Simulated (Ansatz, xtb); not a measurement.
How methods differ on CClF3 (SMILES FC(F)(F)Cl)

CClF3 has 5 atoms, charge 0, and is taken as a singlet. SMILES: `FC(F)(F)Cl`. The shape is that of a PBE0-D4/def2-TZVP optimisation. The run starts from this shape.

Each level gives the adiabatic ionisation energy (to the doublet cation, no zero-point term) (eV). The values are calculated.

```json
{"level": "GFN1-xTB", "kind": "semi-empirical", "program": "xtb", "value (eV)": "17.52", "CPU time (all runs)": "under 2 s"}
{"level": "HF/STO-3G", "kind": "Hartree–Fock", "program": "Ansatz", "value (eV)": "9.00", "CPU time (all runs)": "5.2 s"}
{"level": "HF/3-21G", "kind": "Hartree–Fock", "program": "Ansatz", "value (eV)": "10.98", "CPU time (all runs)": "10 s"}
{"level": "HF/6-31G* (Cartesian functions)", "kind": "Hartree–Fock", "program": "Ansatz", "value (eV)": "10.86", "CPU time (all runs)": "30 s"}
{"level": "PBE/def2-SVP", "kind": "GGA", "program": "Ansatz", "value (eV)": "11.91", "CPU time (all runs)": "57 s"}
{"level": "B3LYP/6-31G* (Cartesian functions)", "kind": "global hybrid", "program": "Ansatz", "value (eV)": "12.00", "CPU time (all runs)": "59 s"}
{"level": "MP2/6-31G* (Cartesian functions)", "kind": "perturbation theory", "program": "Ansatz", "value (eV)": "11.94", "CPU time (all runs)": "37 s"}
```

The values span 9.00 to 17.52 eV. The xTB values lack the empirical shift that such differences need. Without the sets that lack polarisation functions the rows with a basis span only 10.86 to 12.00 eV. Times are those of the runs behind each value, whatever else they computed, on shared processors of several kinds: orders of magnitude only.
